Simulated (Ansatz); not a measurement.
Reaction: C2H4O2 (methyl formate, SMILES C(OC)=O) + H+ → C2H5O2+ (SMILES COC=[OH+])
Each species at its own B3LYP-D3(BJ)/def2-TZVP minimum (Ansatz, a first-principles code), one conformer.

Property: proton affinity (electronic), positive where energy is released, in kJ/mol. UHF or UKS for unpaired electrons; spin-orbit terms are left out. CBS(X,Y): correlation extrapolated as X^-3, Hartree-Fock from the larger set. A bracket is a step between two methods taken in the basis named. Functionals run without relativity, which enters their misses. Double hybrids freeze cores in their MP2 part. 'core' is core correlation in cc-pwCVTZ, 'X2C' scalar relativity in cc-pVTZ-DK, both at CCSD(T).

CCSD(T)/CBS(cc-pVTZ,cc-pVQZ) + [CCSDT(Q) - CCSD(T)]/cc-pVDZ + core + X2C (Ansatz) gives 811.1 kJ/mol.

### Question
How far off this value is PBE/def2-TZVPD (Ansatz), in which direction, and which of these levels come nearer: r2SCAN/def2-TZVPD, B3LYP/def2-TZVPD, PBE0/def2-TZVPD, wB97M-V/def2-TZVPD, B2PLYP/def2-TZVPD, CCSD(T)/CBS(cc-pVTZ,cc-pVQZ) + core + X2C?

### Answer
PBE gives 806.4 kJ/mol, 4.7 kJ/mol below it. Differences of the others: r2SCAN/def2-TZVPD (Ansatz) 1.8; B3LYP/def2-TZVPD (Ansatz) 1.0; PBE0/def2-TZVPD (Ansatz) 4.4; wB97M-V/def2-TZVPD (Ansatz) -7.3; B2PLYP/def2-TZVPD (Ansatz) -5.3; CCSD(T)/CBS(cc-pVTZ,cc-pVQZ) + core + X2C (Ansatz) 0.3 kJ/mol. Nearer than PBE: r2SCAN/def2-TZVPD, B3LYP/def2-TZVPD, PBE0/def2-TZVPD, CCSD(T)/CBS(cc-pVTZ,cc-pVQZ) + core + X2C.
